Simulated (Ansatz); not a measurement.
in.yaml

```yaml
crystal:
  periodic: [false, false, false]
  atoms:
    - {symbol: Si, position_ang: [0.000000, 0.000000, 0.000000]}
    - {symbol: N, position_ang: [0.000000, 0.000000, 1.785400]}
basis:
  gaussian: {orbitals: cc-pVTZ}
total_charge: 1
magnetization: {spin_polarized: false}
correlation: {method: ccsdt_q, electrons: outside_noble_gas}
```

```sh
$ ansatz run in.yaml --threads 1 --pin off --events-out ev --progress --plain --max-ram 2393MiB
```

Output:

```
751 factors; integrals over basis functions are off by at most 1.7e-7 eV
mean field evaluation 1: about -9309.1471 eV, gradient 8.2e1 eV
mean field evaluation 2: about -9309.1537 eV, gradient 8.2e1 eV
mean field evaluation 4: about -9327.1438 eV, gradient 1.9e1 eV
mean field evaluation 8: about -9329.2513 eV, gradient 7.3e-1 eV
mean field evaluation 16: about -9329.4496 eV, gradient 1.9e0 eV
mean field evaluation 32: about -9329.2314 eV, gradient 1.0e0 eV
mean field evaluation 64: about -9316.8042 eV, gradient 1.8e1 eV
mean field evaluation 96: about -9331.2556 eV, gradient 2.9e0 eV
mean field evaluation 128: about -9323.1445 eV, gradient 1.4e1 eV
mean field evaluation 160: about -9331.3048 eV, gradient 4.3e-2 eV
...
cycle  40  -7.27001547 eV  change   -3.2e-6 eV  update   1.3e-6
cycle  41  -7.27001750 eV  change   -2.0e-6 eV  update   1.0e-6
cycle  42  -7.27001858 eV  change   -1.1e-6 eV  update   7.1e-7
cycle  43  -7.27002027 eV  change   -1.7e-6 eV  update   5.8e-7
cycle  44  -7.27002104 eV  change   -7.6e-7 eV  update   5.0e-7
cycle  45  -7.27002260 eV  change   -1.6e-6 eV  update   4.8e-7
cycle  46  -7.27002267 eV  change   -6.4e-8 eV  update   3.8e-7
cycle  47  -7.27002381 eV  change   -1.1e-6 eV  update   2.9e-7
cycle  48  -7.27002405 eV  change   -2.4e-7 eV  update   2.1e-7
cycle  49  -7.27002438 eV  change   -3.3e-7 eV  update   1.5e-7
perturbative correction -0.11017144 eV, -0.0040487257 hartree
WARN: these amplitudes may be one of several solutions (largest doubles amplitude 0.56, level shift 0.00 eV)
Total energy: -9338.68497732 eV, -343.1903429285 hartree
```

Ran on 1 thread of Intel Xeon 6975P-C, shared host: 18 s wall, 0.34 GiB peak host memory.
